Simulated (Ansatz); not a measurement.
# C4H6O: a ladder of functionals and wavefunction methods

An exercise on one series of results from a longer session: the logs are not shown, and one member is left open.

Program: Ansatz 0.2.0, Gaussian basis. Level of theory: functionals in def2-TZVPP, the program's frozen cores in correlated methods. These are calculated values, not measurements.

Plan: PBE-D4, r2SCAN-D4, PBE0-D4, B3LYP-D4, ωB97X-V, ωB97M-V, B2PLYP; CCSD(T)/def2-TZVPP; MP2/def2-QZVPP; extrapolation to the limit.

### Structure used throughout

An earlier PBE0-D4 in a triple-zeta def2 set relaxation fixed the geometry.

SMILES `CC1=C(O)C1`, 11 atoms, charge 0, spin multiplicity 1.

Atoms are counted from 1 here; the program's logs count them from 0.

Bond lengths: C1–C2 1.469 Å, C1–H6 1.094 Å, C1–H7 1.092 Å, C1–H8 1.094 Å, C2–C3 1.290 Å, C2–C5 1.529 Å, C3–O4 1.332 Å, C3–C5 1.466 Å, O4–H9 0.964 Å, C5–H10 1.094 Å, C5–H11 1.094 Å. Angles: C2–C1–H6 111.0°, C2–C1–H7 111.5°, C2–C1–H8 111.0°, H6–C1–H7 108.1°, H6–C1–H8 107.0°, H7–C1–H8 108.1°, C1–C2–C3 155.2°, C1–C2–C5 142.8°, C3–C2–C5 62.0°, C2–C3–O4 152.9°, C2–C3–C5 67.0°, O4–C3–C5 140.1°, C3–O4–H9 108.9°, C2–C5–C3 51.0°, C2–C5–H10 119.6°, C2–C5–H11 119.6°, C3–C5–H10 120.0°, C3–C5–H11 120.0° and more.

Geometry (Å):

```mol
C4H6O
  3D, bonds by distance, orders not assigned

 11 11  0  0  0  0  0  0  0  0999 V2000
   -1.1531    0.5720   -0.9887 C   0  0
   -0.0767    0.0471   -0.1387 C   0  0
    0.4631   -0.3217    0.9731 C   0  0
    0.4483   -0.5190    2.2905 O   0  0
    1.3600   -0.4743   -0.1760 C   0  0
   -0.8338    1.4804   -1.5089 H   0  0
   -2.0442    0.8109   -0.4044 H   0  0
   -1.4350   -0.1547   -1.7571 H   0  0
   -0.4123   -0.2566    2.6358 H   0  0
    2.1861    0.2284   -0.3221 H   0  0
    1.5630   -1.4696   -0.5829 H   0  0
  1  2  8  0
  2  3  8  0
  3  4  8  0
  3  5  8  0
  1  6  8  0
  1  7  8  0
  1  8  8  0
  4  9  8  0
  5 10  8  0
  5 11  8  0
  2  5  8  0
M  END
```

Set-up of the first run:

in.yaml

```yaml
crystal:
  periodic: [false, false, false]
  atoms:
    - {symbol: C, position_ang: [-1.153115, 0.571975, -0.988717]}
    - {symbol: C, position_ang: [-0.076675, 0.047058, -0.138668]}
    - {symbol: C, position_ang: [0.463052, -0.321737, 0.973127]}
    - {symbol: O, position_ang: [0.448280, -0.518992, 2.290472]}
    - {symbol: C, position_ang: [1.359986, -0.474270, -0.176025]}
    - {symbol: H, position_ang: [-0.833798, 1.480419, -1.508880]}
    - {symbol: H, position_ang: [-2.044233, 0.810941, -0.404367]}
    - {symbol: H, position_ang: [-1.435011, -0.154653, -1.757083]}
    - {symbol: H, position_ang: [-0.412328, -0.256619, 2.635772]}
    - {symbol: H, position_ang: [2.186105, 0.228413, -0.322085]}
    - {symbol: H, position_ang: [1.563038, -1.469634, -0.582946]}
basis:
  gaussian: {orbitals: def2-TZVPP}
hamiltonian: {xc: pbe, dispersion: d4}
output: {forces: true, orbitals: {seedname: orbitals}}
```

Run with:

```
$ ansatz run in.yaml --threads 4 --pin off --events-out ev --progress --plain --max-ram 10444MiB
```

Steps of the session up to this table: PBE-D4 (GGA); r2SCAN-D4 (meta-GGA); PBE0-D4 (hybrid); B3LYP-D4 (hybrid); ωB97X-V (range-separated); ωB97M-V (range-separated); B2PLYP (double hybrid); CCSD(T) in def2-TZVPP; MP2 in def2-QZVPP.

One of the session's tables, all rows but one given; the rest of the session is left out.

| method | atoms, summed (eV) | atomisation energy (kJ/mol) |
| --- | --- | --- |
| PBE-D4 | -6236.612 | 4693.8 |
| r2SCAN-D4 | -6242.016 | 4555.9 |
| PBE0-D4 | -6238.110 | 4589.1 |
| B3LYP-D4 | -6246.295 | 4531.8 |
| ωB97X-V | -6243.863 | 4536.0 |
| ωB97M-V | -6243.037 | 4545.2 |
| B2PLYP | -6240.978 | 4490.9 |
| HF/def2-TZVPP | -6220.098 | 3239.1 |
| MP2/def2-TZVPP | -6231.149 | 4515.5 |
| CCSD/def2-TZVPP | -6233.823 | 4329.8 |
| CCSD(T)/def2-TZVPP | ? | ? |
| MP2/CBS | -6233.172 | 4627.6 |
| CCSD(T)/CBS | -6236.144 | 4520.0 |

Estimate the missing values for CCSD(T)/def2-TZVPP.

**Answer.** atoms, summed (eV): -6234.121; atomisation energy (kJ/mol): 4407.9. In the column «atoms, summed (eV)» it lies between CCSD(T)/CBS (-6236.144) and CCSD/def2-TZVPP (-6233.823).

Caveats from the session: Free atoms (4 C, 1 O, 6 H) were run apart at each level; the atomisation energy is their sum less the molecule, without zero-point or spin-orbit terms.
